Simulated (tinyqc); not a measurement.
A ladder of methods, and size consistency: correlation methods against full CI in the sto-6g basis, for HF, spin multiplicity 1. Computed by the program tinyqc with PySCF. All electrons correlated; +Q is the Davidson correction (1 - c0^2) E_corr. The last columns treat two copies 100 angstrom apart as one system. FCI is the lowest singlet.

Geometry (angstrom):
```
atom       x       y       z
F     0.0000  0.0000  0.0000
H     0.0000  0.0000  1.1930
```

RHF energy of one = -99.454449 hartree

Correlation energies (hartree):
```
method   E_corr of one  share of FCI (%)  E_corr of two at 100 angstrom  two minus twice one (mhartree)
MP2          -0.032626           60.0221                      -0.065251                          0.0000
CISD         -0.054356          100.0000                      -0.103833                          4.8794
CISD+Q       -0.057032          104.9233                      -0.112748                          1.3167
CCSD         -0.054356          100.0000                      -0.108712                          0.0000
CCSD(T)      -0.054356          100.0000                      -0.108712                          0.0000
FCI          -0.054356          100.0000                              -                               -
```

What does the comparison show, and why?

MP2 recovers 60 %, CISD 100.0 % and CCSD 100.0 % of the FCI value (c0^2 = 0.951 in CISD). MP2 and coupled cluster are size consistent, so their last column vanishes; CISD loses 4.88 mhartree, since a double excitation on each copy is a quadruple of the pair, and the Davidson correction leaves +1.32. With two electrons, or one virtual orbital, CISD and CCSD are exact for one copy, so +Q overshoots there.
